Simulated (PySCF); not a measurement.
Compound: C₄H₄F₂.
SMILES with atom numbers: `[F:1][C:2]1([F:3])[CH:4]=[CH:5][CH2:6]1` (hydrogens: H7 on C4; H8 on C5; H9, H10 on C6)

Computed with MP2 and CCSD/aug-cc-pVDZ in PySCF, restricted Hartree–Fock reference, frozen core, non-relativistic, gas phase, PBE0-D3(BJ)/def2-SVP geometry.

E(HF) = -352.66499 Eh.

Problem. How large is the problem?

Solution. 174 basis functions and 46 electrons; 6 orbitals frozen, which leaves o = 17 correlated occupied and v = 151 virtual orbitals. That is o·v = 2567 singles and o·v(o·v + 1)/2 = 3296028 distinct closed-shell doubles amplitudes before symmetry; the costliest CCSD step grows as o²v⁴ = 1.5 × 10^11.

Problem. What are the MP2 and CCSD correlation energies?

Solution. MP2 -0.9461 Eh and CCSD -0.9817 Eh, which gives totals of -353.61109 and -353.64669 Eh. That is 0.786 eV for each correlated electron at CCSD (2577 kJ/mol in all, 0.278 % of the total energy); MP2 gives 96.4 % of the CCSD value.

Problem. What is the T1 diagnostic?

Solution. 0.0127, below the customary warning level of 0.02. It is the norm of the spatial-orbital singles amplitudes over the root of the number of correlated electrons, so the norm is 0.074.

Problem. How does correlation change the dipole moment?

Solution. HF gives 2.86 D and CCSD (unrelaxed density) 2.52 D, a change of -0.34 D.

Connected triples and the basis-set limit are missing.

The job also held the EOM ionisation roots. Hardware: one thread, Arm Neoverse V2 (aarch64) (shared host). Cost: 9.2 min, 3.1 GiB resident at most.
